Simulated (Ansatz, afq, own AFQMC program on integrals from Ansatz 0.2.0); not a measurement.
## Where AFQMC and coupled cluster stand for CH$_{2}$N, quartet

```xyz
4

N     0.0000    0.0000    0.5481
C     0.0000    0.0000   -0.8171
H     0.0000    0.8633    1.0602
H     0.0000   -0.8633    1.0602
```

Connectivity, by distances: NH2–C.

Basis cc-pVQZ. Noble-gas cores (and the filled d shells of Ga–Kr and In–Xe) are frozen. Integrals, coupled cluster, full CI and functionals: Ansatz 0.2.0; the random walks run on the same integrals in our own AFQMC program. The CISD trial takes its coefficients from CCSD amplitudes. Released means that phaseless walkers are propagated on without the constraint, phases kept. Free AFQMC starts from the CCSD state and is never constrained. Its projection time is finite, and what remains of the start isn't in its error. ± is one standard error of the sampling.

Determinant: UHF, the one that the program's search chose, which needn't be the lowest solution. The geometry is a PBE0/def2-TZVP stationary point of this or a neighbouring charge and spin state.

No full CI on the walks' own integrals is used here. The released AFQMC energy serves as the reference, which it does only where one determinant dominates, the energy is flat over the last release times and near the phaseless one (40 meV or 2 meV an electron, half that with transition metals). On small molecules, where full CI could be run and the noise was under 10 meV, such values lay within 10 meV of it in 19 cases of 20, a flattering rate, since the rule was set on those same cases; what remains of the bias isn't in the error bar.

Cautions: another spin lies lower (by 3.71 eV); the ph-AFQMC/HF walk drifts between its halves (2.3 errors); the released value is read at 1.62 1/Eh, later times being too noisy (meV from the phaseless value at times in 1/Eh: -8 ± 3 at 0.24, -8 ± 3 at 0.51, 1 ± 4 at 0.99, -7 ± 7 at 1.62, -3 ± 12 at 2.40).

```
T1 diagnostic                               : 0.0173
weight of the determinant in the CISD state : 0.905
⟨S²⟩ of the determinant                     : 3.760
size of the correlated space                : 11 electrons in 168 orbitals
```

```csv
level,correlation energy (eV)
MP2,-8.2888
CCSD,-8.7277
CCSD(T),-9.0604
```

Question: Estimate where phaseless AFQMC with a CISD trial lies against CCSD(T) on the same integrals.

Answer: 0.86 ± 0.22 mEh below CCSD(T).

Reference: AFQMC with the constraint released, correlation energy -9.090 ± 0.007 eV.

| level | E − E(reference) (mEh) | share of correlation (%) |
| --- | --- | --- |
| CCSD(T) | 1.10 ± 0.27 | 99.67 |
| ph-AFQMC/HF | 2.10 ± 1.01 | 99.37 |
| ph-AFQMC/CISD | 0.24 ± 0.35 | 99.93 |
| free AFQMC | 0.21 ± 0.48 | 99.94 |

Free projections are given only where their last times agree within the noise and don't stop above the reference; a slow remainder of the start can still hide under it. A walk keeps the symmetry of its determinant, which the program's search chose and which needn't be the lowest solution, so a lower state of the same spin and another symmetry isn't excluded. Released energies are given only where the last usable release times agree within the noise; a slower fall can still hide under it.
